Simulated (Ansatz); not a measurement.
**Worked example: correlation energy of NO⁺, singlet**

Geometry: a PBE0/def2-TZVP stationary point for this spin.

| atom | x (Å) | y (Å) | z (Å) |
| --- | --- | --- | --- |
| N | 0.0000 | 0.0000 | 0.0000 |
| O | 0.0000 | 0.0000 | 1.0537 |

Basis cc-pVDZ; Ansatz 0.2.0. Only valence electrons are correlated (noble-gas cores frozen), which leaves 10 electrons in 26 orbitals. R marks a restricted (for open shells ROHF) determinant.

Full CI isn't at hand for all of this; RCCSDTQ serves as the reference, and is uncertain by about the last step of the cluster series.

Runs differ by some tens of microhartree through their thresholds, so steps under 0.03 kcal/mol mean nothing.

```json
{"level": "RHF", "total energy (hartree)": "-128.928766"}
{"level": "RMP2", "total energy (hartree)": "-129.262353"}
{"level": "RCCSD", "total energy (hartree)": "-129.260907"}
{"level": "RCCSD(T)", "total energy (hartree)": "-129.273497"}
{"level": "RCCSDT", "total energy (hartree)": "-129.273716"}
{"level": "RCCSDT(Q)", "total energy (hartree)": "-129.275577"}
{"level": "RCCSDTQ", "total energy (hartree)": "-129.275302"}
```

Task: What is the correlation energy at RCCSDTQ, and what share of it do RMP2 and RCCSD recover?

Result: E(corr) = -129.275302 − (-128.928766) = -0.346536 hartree = -9.430 eV. RMP2: -0.333587 / -0.346536 = 96.26 %. RCCSD: -0.332141 / -0.346536 = 95.85 %.

Task: By how many kcal/mol does RCCSD(T) miss RCCSDTQ (1 hartree = 627.509 kcal/mol), and which steps make up the rest?

Result: -129.273497 − (-129.275302) = 0.001805 hartree = 1.13 kcal/mol. Steps: RCCSDT − RCCSD(T) = -0.14, RCCSDT(Q) − RCCSDT = -1.17, RCCSDTQ − RCCSDT(Q) = 0.17 kcal/mol. Differences between like states or geometries often cancel part of this.
